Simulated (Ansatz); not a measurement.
Two isomers of C2H3FO2: A = `FC1OCO1`, B = `O=COCF`.

Gas-phase electronic energies from Ansatz, PBE0-D4/def2-TZVP geometries. CCSD(T)/CBS adds triple-zeta CCSD(T) − MP2 to the extrapolated MP2 energy (def2 sets, frozen cores). This one scheme is used for every species. DFT in def2-TZVPP. B3LYP here is the variant with VWN-RPA as its local correlation; programs differ in this. One conformer a species, not always the lowest.

Problem. Which isomer does CCSD(T)/CBS put lower? Give the gap. (Estimate.)

Solution. The calculation gave: B, by 22.8 kcal/mol.

Problem. Give E(B) − E(A) in kcal/mol with PBE0-D4, r2SCAN-D4, B3LYP-D4, ωB97M-V, MP2/def2-TZVPP, B2PLYP, B3LYP. (An estimate is asked.)

Solution. Computed: PBE0-D4 -20.9, r2SCAN-D4 -23.8, B3LYP-D4 -26.0, ωB97M-V -21.8, MP2/def2-TZVPP -23.5, B2PLYP -25.6, B3LYP -26.1. None reverses the order clearly.

Largest T1 diagnostic: 0.015.

In def2-TZVPP, CCSD(T) changes the Hartree–Fock value by +1.7 kcal/mol (the triples alone add −0.6 kcal/mol) and MP2 by +0.9 kcal/mol. From PBE to PBE0 (25 % exact exchange), in def2-TZVPP and without D4, E(B) − E(A) moves by +2.5 kcal/mol.
